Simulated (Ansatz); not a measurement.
Cartesian coordinates in Å:
```
F -1.452 -0.981 -1.090
C -0.661 -0.854 0.039
C 0.807 -0.636 -0.344
C 0.546 0.870 -0.249
F 1.522 1.618 0.366
C -0.708 0.580 0.580
H -0.913 -1.677 0.709
H 1.140 -1.057 -1.292
H 1.471 -0.954 0.462
H 0.330 1.334 -1.214
H -1.614 1.153 0.388
H -0.468 0.603 1.645
```

Charge 0, multiplicity 1.

Problem. List the PBE0/def2-TZVPP orbital energies in eV (Ansatz 0.2.0). (An estimate is asked.)

Solution. Computed: Occupied: -673.70, -673.69, -280.58, -280.49, -278.50, -278.50, -33.55, -33.49, -24.36, -19.35, -18.81, -16.39, -15.20, -14.51, -13.75, -13.42, -12.56, -12.41, -11.32, -11.31, -10.60, -9.33, -9.02, -8.76. Lowest empty: 1.09, 1.58, 2.28, 2.52, 2.81, 3.26, 3.57, 3.70.
